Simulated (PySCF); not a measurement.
# BS: basis, grid and Hamiltonian

Which parts of the numerical set-up matter for BS? Each run edits the base script.

The runs use PySCF 2.14.0; each script names its method and basis.

3 further runs of the same task are left out: 3 that didn't finish.

**1. The system as given**

BS: 2 atoms, charge 0, spin multiplicity 2.

Bond lengths: B1–S2 1.701 Å.

**2. The base run**

input.py

```python
from pyscf import gto, scf, mp

mol = gto.M(
    atom='B 0 0 0; S 0 0 1.701',
    basis='sto-3g',
    charge=0,
    spin=1,
    verbose=4,
)
mf = scf.UHF(mol)
mf.kernel()
mp.MP2(mf, frozen=6).kernel()
mf.dip_moment()
print('orbital energies (hartree):', [e[max(0, n-3):n+3].round(4) for e, n in zip(mf.mo_energy, mol.nelec)])
```

Run with:

```console
OMP_NUM_THREADS=1 python input.py
```

Its log is not repeated here.

In short: E(SCF) = -417.451946 Eh, 14 cycles, E(MP2) − E(SCF) = -0.07628 Eh, ⟨S²⟩ = 1.171, μ = 0.94 D (of the SCF density).

⟨S²⟩ = 1.17 against 0.75 for a pure state: the determinant is spin-contaminated. The bond length is a typed value, not an optimised one.

**3. Def2-svp**

Edit 1 changes basis set: sto-3g → def2-svp.

input.py

```python
from pyscf import gto, scf, mp

mol = gto.M(
    atom='B 0 0 0; S 0 0 1.701',
    basis='def2-svp',
    charge=0,
    spin=1,
    verbose=4,
)
mf = scf.UHF(mol)
mf.kernel()
mp.MP2(mf, frozen=6).kernel()
mf.dip_moment()
print('orbital energies (hartree):', [e[max(0, n-3):n+3].round(4) for e, n in zip(mf.mo_energy, mol.nelec)])
```

Run with:

```console
OMP_NUM_THREADS=1 python input.py
```

**4. Spin-free X2C on**

Edit 2 changes spin-free X2C: off → on.

Changes to input.py since step 2:

```diff
@@ -10,2 +10,3 @@
 mf = scf.UHF(mol)
+mf = mf.sfx2c1e()
 mf.kernel()
```

**5. X2c-svpall (X2C on)**

Edit 3 changes basis set: sto-3g → x2c-svpall; spin-free X2C: off → on.

Changes to input.py since step 2:

```diff
@@ -4,3 +4,3 @@
     atom='B 0 0 0; S 0 0 1.701',
-    basis='sto-3g',
+    basis='x2c-svpall',
     charge=0,
@@ -10,2 +10,3 @@
 mf = scf.UHF(mol)
+mf = mf.sfx2c1e()
 mf.kernel()
```

Before running it: what results should come out? Wanted: for each run, E(SCF); from base; gap, α spin; SCF dipole; after the SCF.

**Answer**, as computed:

```tsv
run	E(SCF) (hartree)	from base (eV)	cycles	gap, α spin (eV)	SCF dipole (D)	functions	after the SCF
base	-417.451946	0	14	13.33	0.94	14	MP2 correlation -2.076 eV, core frozen
def2-svp	-422.014623	-124.1568	14	12.03	1.59	32	MP2 correlation -4.884 eV, core frozen
spin-free X2C on	-418.291727	-22.8516	14	13.33	0.97	14	MP2 correlation -2.080 eV, core frozen
x2c-svpall (X2C on)	-423.089380	not comparable	14	12.02	1.57	32	MP2 correlation -4.892 eV, core frozen
```

The largest comparable shift of the SCF energy, -124.157 eV, comes with the run “def2-svp”. def2-svp (32 functions) gives an energy 124.16 eV lower than sto-3g (14). Scalar relativity lowers the total energy by 22.85 eV, nearly all of it in the inner shells; a basis contracted without relativity catches only part of it.
